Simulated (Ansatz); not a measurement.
# Scan of [H···H···O], triplet

Starting geometry:

```yaml
atoms:
  - { symbol: H, position_ang: [0.0000, 0.0000, -0.9937] }
  - { symbol: H, position_ang: [0.0000, 0.0000, -0.2487] }
  - { symbol: O, position_ang: [0.0000, 0.0000, 1.2423] }
```

From there H2 is moved from one fragment to the other while all else, the fragments' distance too, stays fixed; atoms are numbered as listed. Energies are in kcal/mol, counted from the starting geometry at the same level.

Basis cc-pVTZ; Ansatz 0.2.0. Only valence electrons are correlated (noble-gas cores frozen). Prefix R: restricted or restricted open-shell reference; prefix U: unrestricted. Active spaces: valence = (8e, 6o) chosen from the atoms' valence shells.

Runs in a small pair space aren't shown, since their orbitals change along the scan.

Full CI isn't at hand for all of this; UCCSDT(Q) serves as the reference, and is uncertain by about the last step of the cluster series. The frozen core follows each run's orbitals, which can shift R against U totals by a few meV.

```
distance H1-H2 (Å)  UCCSDT(Q)  error RHF  error UCCSD  error RCCSD(T)  error BCCD(T)  error RCCSDT  error MRCISD (valence space)
             0.693        0.6       -2.0         -0.2             0.0            0.0           0.0                          -0.2
             0.745        0.0        0.0          0.0             0.0            0.0           0.0                           0.0
             0.817        2.0        3.7          0.3             0.1            0.0           0.0                           0.3
             0.888        5.0        8.9          0.7             0.1            0.1           0.0                           0.7
             0.960        7.1       15.9          1.1             0.2            0.1           0.1                           0.8
             1.031        7.1       20.8          1.4             0.1            0.1           0.1                           0.8
             1.103        5.0       16.2          1.4             0.1            0.1           0.1                           0.7
             1.174        2.0       11.5          1.3             0.0            0.0           0.1                           0.4
             1.246        0.2        7.6          1.0             0.0            0.0           0.0                           0.1
```

Errors are those of relative energies. In total energy the starting point itself misses UCCSDT(Q) by: RHF 138.5, UCCSD 2.9, RCCSD(T) 0.4, BCCD(T) 0.4, RCCSDT 0.1, MRCISD (valence space) 6.8 kcal/mol.

Spread of the error over the points with a reference, to 1.246 Å (largest less smallest): RCCSDT 0.1, BCCD(T) 0.2, RCCSD(T) 0.2, MRCISD (valence space) 1.1, UCCSD 1.6, RHF 22.8 kcal/mol.
